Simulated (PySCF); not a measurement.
Geometries of 2 isomers of C3H9N, from PBE0-D3(BJ)/def2-SVP geometry optimisation, gas phase (PySCF 2.14.0). One conformer each, no zero-point energy, no frequencies.

Problem. Which isomer lies lower at this level?
A.
```xyz
13
angstrom
C      0.257    1.271    0.564
N     -0.127   -0.113    0.493
C      0.976   -0.976    0.163
C     -1.267   -0.326   -0.357
H      0.607    1.684   -0.412
H      1.073    1.403    1.291
H     -0.593    1.885    0.899
H      1.392   -0.792   -0.855
H      0.660   -2.030    0.208
H      1.794   -0.840    0.887
H     -1.077   -0.070   -1.426
H     -1.579   -1.382   -0.318
H     -2.116    0.287   -0.015
```
B.
```xyz
13
angstrom
C     -0.625    1.138    0.491
C     -0.055    0.007   -0.351
C      1.332   -0.398    0.126
N     -0.941   -1.143   -0.262
H      0.021    2.028    0.453
H     -0.724    0.816    1.540
H     -1.624    1.436    0.134
H      0.050    0.388   -1.392
H      1.747   -1.205   -0.499
H      1.282   -0.766    1.162
H      2.031    0.450    0.084
H     -0.598   -1.900   -0.851
H     -1.867   -0.905   -0.614
```

Solution. B. That is 2-propanamine (`CC(C)N`), 11.9 kcal/mol below the other.

```csv
SMILES,atoms numbered as above,E (Eh),relative (kcal/mol),relative (kJ/mol),dipole (D)
CC(C)N,[CH3:1][CH:2]([CH3:3])[NH2:4],-174.15609,0.0,0.0,1.28
CN(C)C,[CH3:1][N:2]([CH3:3])[CH3:4],-174.13708,11.9,49.9,0.44
```

As drawn, the lower has an N–H bond, which the higher lacks.
